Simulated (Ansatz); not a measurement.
Relaxation of BH7N2 (10 atoms, charge 0, multiplicity 1), to a largest force component of 0.03 eV/Å in at most 50 steps.

Theory: RKS PBE0-D4/def2-SVP (Ansatz).

```xyz
10
Properties=species:S:1:pos:R:3:forces:R:3
B 0.057 -0.109 0.179 0.12 -0.69 2.00
N 0.072 -0.319 1.647 -0.04 0.05 -2.06
H -0.785 -0.534 2.132 0.00 -0.02 0.06
H 0.910 -0.550 2.161 0.00 -0.02 0.04
N 1.237 -0.070 -0.583 -0.08 0.05 -0.01
H 2.167 -0.134 -0.194 0.02 -0.01 0.00
H 1.218 0.123 -1.573 0.03 0.00 -0.02
H -1.012 0.003 -0.373 -0.02 -0.01 0.00
H -0.133 2.256 0.562 0.04 1.27 -1.44
H -0.157 1.891 1.180 -0.08 -0.62 1.44
```

Q: Where does it end, and by what steps?

A: It converged. The force dipped under the threshold on the way, but the program's further checks kept it going. After 16 steps the energy has fallen by 0.351 eV; H9 moved furthest, 1.59 Å.

| step | energy less start (eV) | largest force component (eV/Å) | accepted |
| --- | --- | --- | --- |
| 0 | 0.0000 | 2.063 | yes |
| 1 | -0.2048 | 1.014 | yes |
| 2 | -0.2744 | 0.368 | yes |
| 3 | -0.3046 | 0.164 | yes |
| 4 | -0.3182 | 0.059 | yes |
| 5 | -0.3277 | 0.116 | yes |
| 6 | -0.3157 | 1.033 | no |
| 7 | -0.3333 | 0.054 | yes |
| 8 | -0.3366 | 0.214 | yes |
| 9 | -0.3409 | 0.311 | yes |
| 10 | -0.3439 | 0.257 | yes |
| 11 | -0.3467 | 0.200 | yes |
| 12 | -0.3494 | 0.122 | yes |
| 13 | -0.3503 | 0.010 | yes |
| 14 | -0.3509 | 0.027 | yes |
| 15 | -0.3512 | 0.053 | yes |
| 16 | -0.3513 | 0.029 | yes |

```xyz
10
Properties=species:S:1:pos:R:3
B 0.137 -0.465 -0.026
N 0.069 -0.158 1.354
H -0.802 -0.183 1.862
H 0.875 0.009 1.941
N 1.347 -0.510 -0.749
H 2.259 -0.328 -0.352
H 1.370 -0.713 -1.737
H -0.897 -0.697 -0.616
H -0.444 3.166 1.829
H -0.339 2.435 1.634
```

The run took 15 s on 1 thread of AMD EPYC 9R45 96-Core Processor (Zen 5), with other jobs on the host, peak memory 0.16 GiB.
